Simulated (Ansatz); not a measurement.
Base system: Pd in the fcc (Cu type) structure (space group Fm-3m, No. 225; a = 3.8757 Å).

All numbers come from Kohn–Sham DFT with the PBEsol functional, run in Ansatz (a program for electronic structure) with PAW and 420 eV plane waves, spin-orbit coupling left out.

```csv
level,lattice parameter a
PBEsol,3.876 Å
```

### Question
From these computed values, estimate the measured ones, and say how each level misses.

### Answer
Measured: lattice parameter a 3.876 Å (static lattice; corrected from measurement; as listed in Daniel Mejia-Rodriguez, S. B. Trickey, Phys. Rev. B (2018)). Computed minus measured — lattice parameter a: PBEsol -0.0 %.

Stability against distortions was not tested. All final runs are without spin polarisation.
